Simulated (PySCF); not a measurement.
Carbon: a sound run and one with changed settings

Sound run: C [He] 2s2 2p2, C⁺ [He] 2s2 2p1. Calculation: PySCF 2.14, in jorge-DZP-DKH (4s2p1d, 15 functions); scalar relativity by spin-free X2C-1e. In the sound run the correlated levels freeze 1s2. The sound run starts from symmetry-adapted Hartree-Fock orbitals and uses a fine grid where one is needed.

Changed run: basis STO-3G, all-electron and non-relativistic. This setting is unsound on purpose.

```tsv
species	method	sound run (hartree)	changed run (hartree)	converged
C	UHF	-37.70380	-37.19839	yes
C	M06-L	-37.85794	-37.33238	yes
C	BP86	-37.85732	-37.33767	yes
C	MP2	-37.75580	-37.20823	yes
C	CCSD(T)	-37.77751	-37.21862	yes
C⁺	UHF	-37.30641	-36.87037	yes
C⁺	M06-L	-37.43729	-36.98167	yes
C⁺	BP86	-37.43183	-36.98547	yes
C⁺	MP2	-37.34864	-36.89090	yes
C⁺	CCSD(T)	-37.37473	-36.91145	yes
```

Ionisation energy of C:

```
 method  sound run (eV)  changed run (eV)
    UHF          10.813             8.926
  M06-L          11.446             9.543
   BP86          11.578             9.584
    MP2          11.079             8.635
SCS-MP2          10.975             8.577
   CCSD          10.952             8.359
CCSD(T)          10.960             8.359
```

A minimal basis cannot let orbitals breathe on ionisation and holds almost no correlation. The Hamiltonian changed with the basis, so the totals do not compare.

For comparison, NIST gives 11.260 eV between the lowest levels.
